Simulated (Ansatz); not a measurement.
We consider fcc Ni, described by PBEsol (PAW; Ansatz, a program for electronic structure).

Run with plane-wave cutoff 520 eV, 26×26×26 k mesh, Fermi–Dirac smearing 0.05 eV, spin-polarised with parallel moments, scalar-relativistic PAW data made under PBE.

Cell (relaxed at this level):

```yaml
crystal:
  lattice:
    - [0.00000, 1.73145, 1.73145]
    - [1.73145, 0.00000, 1.73145]
    - [1.73145, 1.73145, 0.00000]
  atoms:
    - { symbol: Ni, position: [0.00000, 0.00000, 0.00000], spin: 0.8 }
```

### Question
Give the computed bulk modulus B0, magnetic moment per atom (the cell's total over its atoms) and pressure derivative B′ of the bulk modulus.

### Answer

- bulk modulus B0 = 229 GPa
- magnetic moment per atom (the cell's total over its atoms) = 0.62 μB
- pressure derivative B′ of the bulk modulus = 4.9

The run finds no gap.

Measured, for comparison: bulk modulus 192 GPa (0 K value with the zero-point phonon effect removed, our sources range from 186 to 195; as tabulated in Mejia-Rodriguez and Trickey (2018), arXiv:1807.09216). Computed (rounded) less measured: bulk modulus +19 % (+17 % to +23 % over the range).

Spins in the cell block are starting values.

Moments are spin moments.

Static lattice: no zero-point or thermal effects.

Cost on a shared machine: around 2.8 core-minutes (rough).
